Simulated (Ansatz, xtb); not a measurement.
**Redistribution: C2H3F3 + CH4S → CHF3S + C2H6**

Species: C2H3F3 (1,1,1-trifluoroethane) `CC(F)(F)F`, singlet; CH4S (methanethiol) `CS`, singlet; CHF3S (trifluoromethanethiol) `FC(F)(F)S`, singlet; C2H6 (ethane) `CC`, singlet. The partners trade CH3 for SH; both sit on C, so the bond types are kept.

Shapes, held fixed at every level: PBE0-D4/def2-TZVP. Programs: Ansatz 0.2.0, xtb 6.7.1. The zero-point and thermal change to 298 K, harmonic and unscaled (PBE0-D4/def2-TZVP), is -0.7 kJ/mol.

```tsv
level	kind	ΔH(298 K) (kJ/mol)	less CCSD(T)/CBS estimate	CPU time (sum over the molecules)
GFN2-xTB	semi-empirical	+39.7	-2.8	0.19 s
HF/def2-TZVPP	Hartree–Fock	+52.0	+9.5	–
SPW92/def2-TZVPP	LDA	+33.4	-9.1	4.3 s
r2SCAN-D4/def2-TZVPP	meta-GGA	+37.3	-5.2	14 s
BHLYP-D4/def2-TZVPP	global hybrid	+44.1	+1.6	9.3 s
r2SCAN0-D4/def2-TZVPP	global hybrid	+41.5	-1.0	14 s
wB97M-V/def2-TZVPP	range-separated hybrid	+39.0	-3.5	35 s
B2PLYP/def2-TZVPP	double hybrid	+40.6	-1.9	17 s
CCSD(T)/CBS estimate	coupled cluster or CI	+42.5	0.0	13 min
```

The highest level, CCSD(T)/CBS estimate, gives ΔH(298 K) = +42.5 kJ/mol; the levels span +33.4 to +52.0. The column of differences is taken from that level and isn't an error. No measured value is set beside it here. The CBS estimate extrapolates MP2 from def2-TZVPP and def2-QZVPP and adds CCSD(T) − MP2 in the triple-zeta set, cores frozen. Times are processor times on shared x86 and Arm servers, and rough.
